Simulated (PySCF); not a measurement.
## Spin states of AlN

Unrestricted PBE0; Al def2-TZVP, N def2-TZVP; no relativity (PySCF 2.14). Outer shells of the fragments: Al 3s2 3p1; N 2s2 2p3.

Followed along the bond (rough minima from three points):

```json
{"2Ms+1": "3", "unpaired": "σ ↑, π ↑", "⟨S²⟩ at the start": "2.03", "R at minimum (Å)": "1.79", "Te (eV)": "0.00"}
{"2Ms+1": "3", "unpaired": "π ↑↑", "⟨S²⟩ at the start": "2.01", "R at minimum (Å)": "1.93", "Te (eV)": "0.01"}
{"2Ms+1": "1", "unpaired": "σ ↓, π ↑", "⟨S²⟩ at the start": "1.02", "R at minimum (Å)": "1.77", "Te (eV)": "0.30"}
{"2Ms+1": "1", "unpaired": "π ↑↓", "⟨S²⟩ at the start": "1.00", "R at minimum (Å)": "1.93", "Te (eV)": "0.51"}
{"2Ms+1": "1", "unpaired": "none", "⟨S²⟩ at the start": "0.00", "R at minimum (Å)": "1.67", "Te (eV)": "1.28"}
```

Solutions found at the starting distance of 1.850 Å, counted from the lowest of them; the search is not exhaustive and high or unbound solutions are not listed, so other states can lie among these:

```
2Ms+1  unpaired   term  E (eV)  ⟨S²⟩  ⟨Lz²⟩  μ (D)
    3  σ ↑, π ↑     ³Π    0.00  2.03   1.01  -2.72
    3      π ↑↑    ³Σ⁻    0.02  2.01   0.00  -1.11
    1  σ ↓, π ↑  mixed    0.34  1.02   1.02  -3.24
    1      π ↑↓  mixed    0.52  1.00   2.01  -1.06
    1      none    ¹Σ⁺    1.62  0.00   0.00  -4.87
    1      none  mixed    2.07  0.00   2.00  -0.90
```

A term symbol is given only where ⟨S²⟩ and ⟨Lz²⟩ are close to those of a pure state; real π, δ and φ orbitals otherwise mix terms. A positive dipole means Al(−)N(+).
